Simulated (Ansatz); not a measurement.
# BClH3N: the cost of one run

Program: Ansatz 0.2.0. Level of theory: RHF/def2-SVP. These are calculated values, not measurements.

## 1. The system as given

Bond lengths: B1–Cl2 2.060 Å, B1–N4 1.550 Å, N4–H5 1.060 Å, N4–H6 1.060 Å. Angles: Cl2–B1–N4 155.3°, B1–N4–H5 120.0°, B1–N4–H6 120.0°, H5–N4–H6 120.0°.

Structure file:

```xyz
6

B     0.0000    0.0000    0.0000
Cl    1.1911    0.0000    1.6808
H     1.3757    0.0000   -0.1988
N    -1.3423    0.0000   -0.7750
H    -2.0112   -0.8164   -0.6764
H    -1.5914    0.8164   -1.4036
```

## 2. A restrained relaxation towards end A

Springs on the bonds that form and break draw the guess towards this end; the thresholds are loose.

input.yaml reads:

```yaml
crystal:
  periodic: [false, false, false]
  atoms:
    - { symbol: B, position_ang: [0.0, 0.0, 0.0] }
    - { symbol: Cl, position_ang: [1.1911, 0.0, 1.6808] }
    - { symbol: H, position_ang: [1.3757, 0.0, -0.1988] }
    - { symbol: "N", position_ang: [-1.3423, 0.0, -0.775] }
    - { symbol: H, position_ang: [-2.0112, -0.8164, -0.6764] }
    - { symbol: H, position_ang: [-1.5914, 0.8164, -1.4036] }
basis:
  gaussian: { orbitals: def2-SVP }
hamiltonian:
  xc: hf
relax:
  f_tol: 0.15
  max_steps: 25
  restrain:
    - { distance: [1, 2], at: 2.57, k: 30.0 }
    - { distance: [0, 1], at: 1.86, k: 30.0 }
    - { distance: [0, 2], at: 1.19, k: 30.0 }
```

Started as:

```sh
ansatz run input.yaml --threads 1 --pin off --max-ram 2048MiB --backend cpu --events-out ev --progress --plain --runs-dir out
```

What time and memory should one allow on 1 thread of Intel Xeon Platinum 8259CL at 2.50GHz (Skylake/Cascade Lake), shared host?

About 8.4 s, with a peak of 0.13 GiB.
